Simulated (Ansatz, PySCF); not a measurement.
Torsion H5–C1–S2–O4 in DMSO (SMILES CS(C)=O); at each angle all else is relaxed with GFN2-xTB, and the levels are single points there.
Geometry at 60° (charge 0, multiplicity 1):
```xyz
10

C     -1.458    -0.057    -0.270
S      0.096    -0.382     0.683
C     -0.683    -1.603     1.835
O      0.958    -1.159    -0.205
H     -1.930    -0.993    -0.546
H     -1.184     0.497    -1.161
H     -2.118     0.538     0.352
H     -1.056    -2.448     1.266
H      0.082    -1.939     2.526
H     -1.483    -1.110     2.375
```

On the grid 0° to 120°, 120° is the highest and 60° the lowest point at MP2/CBS(cc-pV(T+d)Z, cc-pV(Q+d)Z) + ΔCCSD(T)/cc-pV(T+d)Z.

Frozen-core correlation.

Codes used: Ansatz (Gaussian orbitals); PySCF for the dispersion terms. Each number belongs to the level named beside it.

Give the energy at 120° less that at 60° at the level BLYP-D4/def2-TZVPP.

92 meV

Give the energy at 120° less that at 60° at the level SCS-MP2/cc-pV(T+d)Z.

108 meV

What energy at 120° less that at 60° does PBE0-D4/def2-TZVPP give?

99 meV

Ansatz is a program for electronic structure.
